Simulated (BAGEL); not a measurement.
# UHF/def2-SVPD (density fitting with qzvpp-jkfit) run of C2H6N (SMILES C[N]C)

Aim: the energy change on altering one bond length of C2H6N at UHF/def2-SVPD (density fitting with qzvpp-jkfit), from 2 runs. 

Program for the calculation: BAGEL 1.2.2.

2 further runs of the same task are left out: 2 set aside as unsound or not needed. Runs told in other sessions of the task aren't counted.

## (1) Starting point

The species is C2H6N (9 atoms), meant as a doublet with charge 0. SMILES: `C[N]C`. The shape is that of a PBE0-D4/def2-TZVP optimisation.

Bond lengths: C1–N2 1.427 Å, N2–C3 1.427 Å, C1–H4 1.102 Å, C1–H5 1.091 Å, C1–H6 1.102 Å, C3–H7 1.102 Å, C3–H8 1.091 Å, C3–H9 1.102 Å. Some angles: C1–N2–C3 111.8°, N2–C1–H4 111.2°, N2–C1–H5 110.8°, N2–C1–H6 111.2°, N2–C3–H7 111.1°, N2–C3–H8 110.8°, N2–C3–H9 111.3°, H4–C1–H5 108.7°, H4–C1–H6 106.1°, H5–C1–H6 108.7°.

## (2) A single-point energy at UHF/def2-SVPD (density fitting with qzvpp-jkfit)

File job.json:

```json
{ "bagel" : [

{
  "title" : "molecule",
  "basis" : "def2-svpd.json",
  "df_basis" : "qzvpp-jkfit",
  "angstrom" : true,
  "geometry" : [
    { "atom" : "C", "xyz" : [      -0.237500,       0.857100,      -0.780700 ] },
    { "atom" : "N", "xyz" : [       0.449100,      -0.385400,      -0.632700 ] },
    { "atom" : "C", "xyz" : [       0.306100,      -0.915300,       0.684800 ] },
    { "atom" : "H", "xyz" : [      -1.312700,       0.746500,      -0.567800 ] },
    { "atom" : "H", "xyz" : [      -0.119300,       1.246400,      -1.792900 ] },
    { "atom" : "H", "xyz" : [       0.138800,       1.607400,      -0.067200 ] },
    { "atom" : "H", "xyz" : [      -0.753900,      -1.087700,       0.930800 ] },
    { "atom" : "H", "xyz" : [       0.845300,      -1.858500,       0.783100 ] },
    { "atom" : "H", "xyz" : [       0.684000,      -0.210600,       1.442500 ] }
  ]
},

{ "title" : "uhf", "nopen" : 1 },

{ "title" : "print", "file" : "orbitals.molden", "orbitals" : true }

]}
```

The basis set def2-SVPD is read from a file made from the Basis Set Exchange's data (not shown).

Run with:

```console
$ BAGEL_NUM_THREADS=1 BAGEL job.json > job.out
```

Log:

```text
* using 1 threads per process

  ===============================================================
  ===============================================================

  *** Geometry ***

  { "atom" : "C", "xyz" : [     -0.448810,      1.619684,     -1.475309 ] },
  { "atom" : "N", "xyz" : [      0.848676,     -0.728300,     -1.195630 ] },
  { "atom" : "C", "xyz" : [      0.578445,     -1.729666,      1.294084 ] },
  { "atom" : "H", "xyz" : [     -2.480643,      1.410681,     -1.072986 ] },
  { "atom" : "H", "xyz" : [     -0.225444,      2.355355,     -3.388090 ] },
  { "atom" : "H", "xyz" : [      0.262294,      3.037546,     -0.126990 ] },
  { "atom" : "H", "xyz" : [     -1.424665,     -2.055455,      1.758957 ] },
  { "atom" : "H", "xyz" : [      1.597385,     -3.512056,      1.479845 ] },
  { "atom" : "H", "xyz" : [      1.292573,     -0.397976,      2.725930 ] },

  Number of auxiliary basis functions:      335

  Since a DF basis is specified, we compute 2- and 3-index integrals:
    o Being stored without compression. Storage requirement is 0.031 GB

  Number of basis functions:      108
  Number of electrons      :       25

    * METHOD: MOLECULE                             0.11

  *** Open-shell HF ***

  === Nuclear Repulsion ===
    77.2051366005

      * DIIS with orbital gradients will be used.

  === UHF iteration (def2-svpd.json) ===
      0       -133.38587040          0.02736646           0.06
      1       -133.51021051          0.01302063           0.06
      2       -133.53107624          0.00527503           0.06
      3       -133.53552743          0.00163067           0.06
      4       -133.53649501          0.00040202           0.06
      5       -133.53655907          0.00011171           0.06
      6       -133.53658278          0.00002009           0.06
      7       -133.53658709          0.00000764           0.06
      8       -133.53658867          0.00000361           0.06
      9       -133.53658926          0.00000122           0.06
     10       -133.53658935          0.00000044           0.06
     11       -133.53658937          0.00000021           0.06
     12       -133.53658937          0.00000013           0.06
     13       -133.53658937          0.00000007           0.06
     14       -133.53658937          0.00000004           0.06
     15       -133.53658937          0.00000003           0.06
     16       -133.53658937          0.00000002           0.06
     17       -133.53658937          0.00000001           0.06
     18       -133.53658937          0.00000001           0.06
    * SCF iteration converged.

    * S^2 (UHF) is 0.7635

    * Permanent dipole moment:
           (    0.360504,    -0.309124,    -0.507570) a.u.

    * METHOD: UHF                                  1.20

    * METHOD: PRINT                                0.02

  ===============================================================
```

It took 1.5 s on 1 thread of Arm Neoverse V2, shared host.

## (3) The distorted shape, same level

File input.json:

```json
{ "bagel": [

{
  "title": "molecule",
  "basis": "def2-svpd.json",
  "df_basis": "qzvpp-jkfit",
  "angstrom": true,
  "geometry": [
    { "atom": "C", "xyz": [      -0.294172,       0.751420,      -0.894328 ] },
    { "atom": "N", "xyz": [       0.392428,      -0.491080,      -0.746328 ] },
    { "atom": "C", "xyz": [       0.249428,      -1.020980,       0.571172 ] },
    { "atom": "H", "xyz": [      -1.369372,       0.640820,      -0.681428 ] },
    { "atom": "H", "xyz": [      -0.175972,       1.140720,      -1.906528 ] },
    { "atom": "H", "xyz": [       0.082128,       1.501720,      -0.180828 ] },
    { "atom": "H", "xyz": [      -0.810572,      -1.193380,       0.817172 ] },
    { "atom": "H", "xyz": [       0.788628,      -1.964180,       0.669472 ] },
    { "atom": "H", "xyz": [       0.684000,      -0.210600,       1.442500 ] }
  ]
},

{
  "title": "uhf",
  "nopen": 1
},

{
  "title": "print",
  "file": "orbitals.molden",
  "orbitals": true
}

]}
```

The basis set def2-SVPD is read from a file made from the Basis Set Exchange's data (not shown).

Run with:

```console
$ BAGEL_NUM_THREADS=1 BAGEL input.json > input.out
```

Log:

```text
* using 1 threads per process

  ===============================================================
  ===============================================================

  *** Geometry ***

  { "atom" : "C", "xyz" : [     -0.555905,      1.419978,     -1.690035 ] },
  { "atom" : "N", "xyz" : [      0.741581,     -0.928007,     -1.410356 ] },
  { "atom" : "C", "xyz" : [      0.471351,     -1.929373,      1.079359 ] },
  { "atom" : "H", "xyz" : [     -2.587738,      1.210974,     -1.287712 ] },
  { "atom" : "H", "xyz" : [     -0.332539,      2.155648,     -3.602816 ] },
  { "atom" : "H", "xyz" : [      0.155199,      2.837840,     -0.341715 ] },
  { "atom" : "H", "xyz" : [     -1.531759,     -2.255161,      1.544231 ] },
  { "atom" : "H", "xyz" : [      1.490291,     -3.711762,      1.265119 ] },
  { "atom" : "H", "xyz" : [      1.292573,     -0.397976,      2.725930 ] },

  Number of auxiliary basis functions:      335

  Since a DF basis is specified, we compute 2- and 3-index integrals:
    o Being stored without compression. Storage requirement is 0.031 GB

  Number of basis functions:      108
  Number of electrons      :       25

    * METHOD: MOLECULE                             0.11

  *** Open-shell HF ***

  === Nuclear Repulsion ===
    76.6405009780

      * DIIS with orbital gradients will be used.

  === UHF iteration (def2-svpd.json) ===
      0       -133.37032315          0.02717980           0.06
      1       -133.49415360          0.01353133           0.06
      2       -133.51662454          0.00573898           0.06
      3       -133.52188868          0.00168999           0.06
      4       -133.52299704          0.00043280           0.06
      5       -133.52307501          0.00012778           0.06
      6       -133.52310418          0.00003793           0.06
      7       -133.52311039          0.00002805           0.06
      8       -133.52311396          0.00002139           0.06
      9       -133.52311566          0.00001153           0.06
     10       -133.52311592          0.00000557           0.06
     11       -133.52311631          0.00000270           0.06
     12       -133.52311652          0.00000116           0.06
     13       -133.52311658          0.00000057           0.06
     14       -133.52311659          0.00000037           0.06
     15       -133.52311659          0.00000025           0.06
     16       -133.52311660          0.00000017           0.06
     17       -133.52311660          0.00000014           0.06
     18       -133.52311660          0.00000010           0.06
     19       -133.52311660          0.00000007           0.06
     20       -133.52311660          0.00000005           0.06
     21       -133.52311660          0.00000003           0.06
     22       -133.52311660          0.00000002           0.06
     23       -133.52311660          0.00000001           0.06
     24       -133.52311660          0.00000001           0.06
    * SCF iteration converged.

    * S^2 (UHF) is 0.7655

    * Permanent dipole moment:
           (    0.382846,    -0.277924,    -0.453438) a.u.

    * METHOD: UHF                                  1.58

    * METHOD: PRINT                                0.02

  ===============================================================
```

It took 1.9 s on 1 thread of Arm Neoverse V2, shared host.

## (4) Summary of results

Level: UHF/def2-SVPD (density fitting with qzvpp-jkfit).

| quantity | value |
| --- | --- |
| first shape: total energy | -133.53659 Eh |
| first shape: dipole moment | 1.77 D |
| first shape: ⟨S²⟩ | 0.763 |
| distorted shape: total energy | -133.52312 Eh |
| distorted shape: dipole moment | 1.67 D |
| distorted shape: ⟨S²⟩ | 0.765 |
| energy change with the C3–H9 bond stretched from 1.102 to 1.267 Å | 0.367 eV |

In words: With the C3–H9 bond stretched from 1.102 to 1.267 Å the energy rises by 0.37 eV (8.5 kcal/mol). The first shape isn't relaxed at this level, so the change isn't measured from a minimum.
